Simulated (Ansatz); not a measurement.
**CrBiI3: from a trial structure to a relaxed crystal**

These are results of DFT PBE, scalar-relativistic, plane waves, PAW (Ansatz 0.2.0), not measurements. Cutoff 420 eV, Γ-centred k mesh, Gaussian smearing, collinear spin, first started from parallel moments.

The start puts CrBiI3 on the cubic perovskite structure type (Pm-3m, No. 221), with Cr in place of Sr, Bi in place of Ti, I in place of O, at a guessed volume.

```xyz
5
Lattice="5.4416 0.0000 0.0000 0.0000 5.4416 0.0000 0.0000 0.0000 5.4416" Properties=species:S:1:pos:R:3 pbc="T T T"
Cr    0.0000    0.0000    0.0000
Bi    2.7208    2.7208    2.7208
I     0.0000    2.7208    2.7208
I     2.7208    0.0000    2.7208
I     2.7208    2.7208    0.0000
```

Cell and atoms relax at zero pressure; the relaxation can't lower the symmetry of the start. After a coarse first stage the cell is made exact in the group found at 0.06 Å.

Formation energies are uncorrected and refer to the elements' standard structures at the same level.

Problem. Describe the relaxed structure.

Solution. It keeps Pm-3m (No. 221). The result still has the cubic perovskite structure. Conventional cell: a = 6.196 Å. Around Cr lie 12 I at 4.38 Å; Bi has 6 I at 3.10 Å; around I lie 2 Bi at 3.10 Å.

```
Cr Bi I
1.0
     6.19599    0.00000    0.00000
     0.00000    6.19599    0.00000
     0.00000    0.00000    6.19599
Cr Bi I
1 1 3
Direct
  0.00000 0.00000 0.00000
  0.50000 0.50000 0.50000
  0.00000 0.50000 0.50000
  0.50000 0.00000 0.50000
  0.50000 0.50000 0.00000
```

Problem. What are its volume, energy, gap and moment?

Solution. The volume per atom is 47.57 Å³. The density is 4.48 g/cm³. The energy over the elements is 0.39 eV/atom, the gap on the 6×6×6 mesh is 0 eV (a metal) and the net moment per atom is 1.08 μB. The largest site moment is 5.11 μB.

The final run used a 6×6×6 mesh on its 5-atom cell and 0.10 eV smearing. The k mesh leaves about 4 meV/atom of noise in metals. Spin–orbit coupling is left out. Symmetry constrained the relaxation, so the result can be a saddle point.

Symmetry holds off the tilts and polar distortions that many cubic perovskites undergo.

Cost: 3 runs of about 6.3 core-minutes in all, on Arm Neoverse V2 (shared hosts).